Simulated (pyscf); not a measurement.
Elementary routes open to `[NH2][NH2]` + `[SiH3]` [doublet] in the gas phase (doublet surface):
A. `[NH2][NH][SiH2]` [doublet] + `[H][H]` (H–N, H–Si broken; N–Si, H–H formed)
B. `[NH2][NH][SiH3]` + `[H]` [doublet] (H–N broken; N–Si formed)
C. `[NH][NH2]` [doublet] + `[SiH4]` (H–N broken; H–Si formed)
D. `[NH2][SiH3]` + `[NH2]` [doublet] (N–N broken; N–Si formed)

Optimised with ωB97X-D3(BJ)/def2-SVP in PySCF.

Task: Rank the routes by free-energy barrier at 1200 K, lowest first, for ωB97M-D3(BJ)/def2-TZVP energies (ideal gas, 1 atm, RRHO with modes under 100 cm⁻¹ raised to 100, one conformer, R ln 2 for chiral ones without a mode under 150 cm⁻¹).

Result: C (1.77 eV), D (2.01 eV), B (2.52 eV), A (3.32 eV)

Route C is the fastest of these, ahead of the next by 0.25 eV. The most stable products are those of D (ΔG = -1.75 eV), whose barrier is 0.25 eV higher: the kinetic and the thermodynamic product differ. At 298 K C is still the fastest. A: On the reactant side the descent ends in a complex (not fully relaxed), 0.24 eV under the separated species and 1.93 eV under the saddle at ωB97X-D3(BJ)/def2-TZVP. B: On the reactant side the descent ends in a complex, 0.24 eV under the separated species and 1.25 eV under the saddle at ωB97X-D3(BJ)/def2-TZVP. D: On the reactant side the descent ends in a complex, 0.20 eV under the separated species and 0.50 eV under the saddle at ωB97X-D3(BJ)/def2-TZVP. Only these routes are compared; each barrier is that of the saddle found, and lower ones may exist.
